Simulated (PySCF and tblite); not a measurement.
C2H7N, numbered as in [CH3:1][CH2:2][NH2:3].

Search: ETKDG and KDG, MMFF94s, GFN2-xTB, 90 starts; geometries at PBE0-D3(BJ)/def2-SVP. Free energies are PBE0-D3(BJ)/def2-TZVP single points with GFN2-xTB rigid-rotor and vibrational terms (modes under about 100 cm⁻¹ blended into free rotors). Symmetry numbers and mirror images are counted. Conformers within 4 kcal/mol (GFN2-xTB free energy) were kept, 5 at most. GIAO shieldings: PBE0/pcSseg-1. Shifts are against TMS (¹H), TMS (¹³C), NH3 (¹⁵N) at the same level. Codes: tblite and PySCF.

(1) List the conformer-averaged shifts at 298.15 K.

(2) How do the conformers differ?

H on N, O and S are left out: they exchange, and hydrogen bonds move them by several ppm. Unscaled ¹⁵N shifts at such levels can be off by tens of ppm; differences between conformers or isomers are more reliable. Shifts are unscaled: against experiment ¹³C can be off by 15 ppm or more and ¹H by 0.8 ppm.

## Answers

(1) ¹H: 2.67 (H2, 2H), 1.05 (H1, 3H) ppm. ¹³C: 40.4 (C2), 21.1 (C1) ppm. ¹⁵N: 41.6 (N3) ppm.

(2) Torsions listed: C1–C2–N3–H3. Of a mirror pair one member is shown.
```json
{"conformer": "1", "shape": "-64°", "weight %": "69.7"}
{"conformer": "2", "shape": "-58°", "weight %": "30.3"}
```

```
signal     1     2  average
    H1  1.09  0.95     1.05
    H2  2.72  2.54     2.67
    C1  19.5  24.6     21.1
    C2  40.3  40.7     40.4
    N3  40.1  45.0     41.6
```


¹⁵N shifts are against a computed isolated NH3 molecule, about 20 ppm from the liquid.